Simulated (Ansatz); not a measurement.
## Relative stability

Two relaxed structures of CH5Al2 (charge -1), closed shell (PBE0-D4/def2-TZVPD; forces vanish, vibrations not checked).

A:

C1  (-0.955, 1.147, -1.110)
Al2  (-0.371, 0.676, 0.581)
Al3  (1.075, -1.427, 0.662)
H4  (-1.578, 2.004, -1.379)
H5  (-0.688, 0.555, -1.989)
H6  (-0.732, 1.512, 1.926)
H7  (1.472, -2.318, -0.640)
H8  (1.777, -2.149, 1.949)
(Å)

B:

```
8
angstrom
C -0.1616 0.3576 0.5241
Al -0.8401 0.9835 -1.0880
Al 0.8938 -1.1675 0.6297
H -1.7694 2.3105 -1.2622
H -0.5751 0.2642 -2.5128
H -0.3901 0.9065 1.4420
H 1.3034 -2.0658 -0.6521
H 1.5255 -1.7774 2.0022
```

Computed with Ansatz 0.2.0 (basis: def2-TZVPPD); correlated methods freeze the cores. B3LYP uses VWN-RPA correlation.

(1) Which structure is lower at CCSD(T), and by how much? (An estimate is asked for; the value comes from the calculation.)

T1 diagnostic: at most 0.021. The restricted Hartree–Fock reference is unstable towards an unrestricted one at one or more of these structures.

## Answers

(1) By the calculation: B, by 17.28 kcal/mol (electronic energy, against the other). By their contacts, A is CH₅Al₂ ([CH2][AlH][AlH2]), total charge -1 and B is CH₅Al₂ ([AlH2][CH][AlH2]), total charge -1.

All methods give the same order:

```tsv
method	E(B) − E(A) (kcal/mol)
PBE-D4	-14.12
r2SCAN-D4	-17.63
PBE0-D4	-16.46
B3LYP-D4	-18.37
wB97M-V	-22.07
HF	-21.83
MP2	-21.21
CCSD	-18.34
CCSD(T)	-17.28
```

Labels in which every atom is bracketed show which atoms are joined, not bond orders.

For scale, one of the runs: CCSD(T)/def2-TZVPPD, 218 basis functions, launched by `ansatz run in.yaml --threads 2 --pin off --events-out ev --progress --plain --max-ram 4352MiB`. Hardware: 2 CPU threads of an Intel Xeon Platinum 8223CL, shared host. Wall time 37 s; peak host memory 2.9 GiB.
